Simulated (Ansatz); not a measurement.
Consider the hydrogenolysis of a C–Cl bond: `CO/C=C(\O)Cl` + H₂ → `CO/C=C/O` + HCl.

Isolated molecules relaxed with PBE0-D4/def2-TZVP in Ansatz; ΔE leaves out vibrations. CCSD(T)/CBS adds triple-zeta CCSD(T) − MP2 to the extrapolated MP2 energy (def2 sets, frozen cores). This one scheme is used for every species. Double bonds are as drawn, so ΔE can hold a change between cis and trans. Functionals use def2-TZVPP. One conformer a species, not always the lowest.

`CO/C=C(\O)Cl`:

```xyz
11

C    -0.077    1.212    1.093
O     0.542    1.289   -0.177
C     0.621    0.183   -0.940
C    -0.040   -0.971   -0.844
O    -1.046   -1.251    0.016
Cl    0.319   -2.236   -1.979
H     0.104    2.175    1.568
H     0.369    0.417    1.697
H    -1.151    1.037    1.010
H     1.317    0.307   -1.758
H    -0.959   -2.163    0.314
```

H₂:

Z-matrix (Å, degrees):
```
H
H 1 0.746
```

`CO/C=C/O`:

Cartesian coordinates in Å:
```
C 0.653 0.549 1.467
O -0.481 -0.263 1.310
C -0.827 -0.567 0.041
C -0.238 -0.154 -1.078
O -0.795 -0.474 -2.292
H 0.792 0.693 2.537
H 0.513 1.523 0.982
H 1.545 0.068 1.046
H -1.704 -1.203 -0.001
H 0.635 0.491 -1.095
H -0.092 -0.663 -2.918
```

HCl:

Cartesian coordinates in Å:
```
Cl -0.165 0.617 -0.024
H 0.165 -0.617 0.024
```

CCSD(T)/CBS gives -79.4 kJ/mol.

Problem. Another level gave -79.6 kJ/mol. Which?
A. r2SCAN/def2-TZVPP
B. MP2/def2-TZVPP
C. HF/def2-TZVPP
D. SCS-MP2/def2-TZVPP

Solution. D. SCS-MP2/def2-TZVPP -79.6, r2SCAN -70.8, HF/def2-TZVPP -104.2, MP2/def2-TZVPP -75.2 kJ/mol.

Largest T1 diagnostic among the species: 0.012.

From PBE to PBE0 (25 % exact exchange), in def2-TZVPP and without D4, ΔE moves by −8.3 kJ/mol. In def2-TZVPP, CCSD(T) changes the Hartree–Fock value by +22.1 kJ/mol (the triples alone add +7.1 kJ/mol) and MP2 by +29.0 kJ/mol. The D4 term adds +8.9 kJ/mol with B3LYP and +4.8 kJ/mol with PBE0; it sums over pairs of atoms, weighted by their polarisabilities, and B3LYP, whose exchange is more repulsive, gets the larger term.

B3LYP here is the variant with VWN-RPA as its local correlation; programs differ in this.
